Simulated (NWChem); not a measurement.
System: sulfur dioxide (SO₂); SMILES O=S=O

Results from NWChem. Pople sets run with spherical d functions. Coordinates come from a PBE0/def2-SVP optimisation. Static field.

| level | basis functions | isotropic polarisability (bohr³) | anisotropy (bohr³) | relative time |
|---|---|---|---|---|
| Hartree-Fock/6-31G* | 46 | 18.7 | 14.9 | 2 |
| Hartree-Fock/6-31+G* | 58 | 21.7 | 16.8 | 2 |
| Hartree-Fock/def2-SVP | 46 | 17.7 | 15.7 | 1 |
| Hartree-Fock/def2-SVPD | 73 | 24.0 | 13.0 | 3 |
| Hartree-Fock/def2-TZVP | 99 | 20.9 | 14.6 | 8 |
| Hartree-Fock/aug-cc-pVDZ | 73 | 23.8 | 13.9 | 9 |
| Hartree-Fock/Sadlej pVTZ | 80 | 24.3 | 13.6 | 7 |
| Hartree-Fock/def2-TZVPD | 126 | 24.2 | 12.8 | 20 |
| Hartree-Fock/aug-cc-pVTZ | 142 | 24.2 | 13.2 | 40 |

Times are rough ratios from one shared machine.
